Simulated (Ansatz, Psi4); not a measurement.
## Worked example: the enthalpy of formation of H2S2 (SMILES SS)

H2S2 has 4 atoms, charge 0, and is taken as a singlet. As SMILES, `SS`. The coordinates come from a PBE0-D4/def2-TZVP relaxation.

```
atom    x (Å)    y (Å)    z (Å)
   S   0.7845  -0.7892   0.1667
   S   0.0602   1.1216   0.0674
   H  -0.2254  -1.3526   0.8569
   H  -0.6193   1.0203  -1.0910
```

Total energies at MP2/def2-TZVPP, 10 core orbitals frozen (Psi4 1.11); the atoms run unrestricted:

```tsv
species	state	energy (Eh)
H2S2	singlet	-796.607652
S	triplet	-397.618531
H	doublet	-0.499810
```

Harmonic wavenumbers at PBE0-D4/def2-TZVP, in cm⁻¹: 465, 536, 906, 908, 2662, 2665.

Measured heats of formation of the gaseous atoms at 298.15 K, in kJ/mol: S 277.0, H 218.0. Spin-orbit lowering of the atoms at 298 K (mean of the ground term's levels less their thermal mean, from spectra), in kJ/mol: S 1.88. Take 1 Eh = 2625.50 kJ/mol, 1 cm⁻¹ = 0.0119627 kJ/mol, RT = 2.479 kJ/mol.

**Question.** Work out the heat of formation of the gas at 298 K.

**Answer.** 
1. Electronic atomisation energy: 2 × (-397.618531) + 2 × (-0.499810) − (-796.607652) = 0.370970 Eh = 974.0 kJ/mol.
2. Zero-point energy: half the sum of the wavenumbers, 4071 cm⁻¹ = 48.7 kJ/mol.
3. Thermal vibrational enthalpy, Σ hcν̃/(exp(hcν̃/kT) − 1): 1.5 kJ/mol. Translation, rotation and pV of a non-linear molecule: 4 RT = 9.9 kJ/mol.
4. The 4 free atoms carry 5/2 RT each: 24.8 kJ/mol.
5. Spin-orbit coupling lowers the free atoms by 2 × 1.88 = 3.8 kJ/mol.
6. Atomisation enthalpy at 298 K: 974.0 − 3.8 − 48.7 − 1.5 − 9.9 + 24.8 = 934.9 kJ/mol.
7. Sum of the atoms' heats of formation: 990.0 kJ/mol. Heat of formation: 990.0 − 934.9 = +55.1 kJ/mol.

The tabulated value is +15.5 kJ/mol (CRC Handbook of Chemistry and Physics), so this level is off by +39.6 kJ/mol, or 4.1 % of the atomisation enthalpy that the table implies (974.5 kJ/mol). Perturbation theory converges slowly with the basis for atomisation. Anharmonicity and any spin-orbit splitting of the molecule are left out, and so is core correlation.
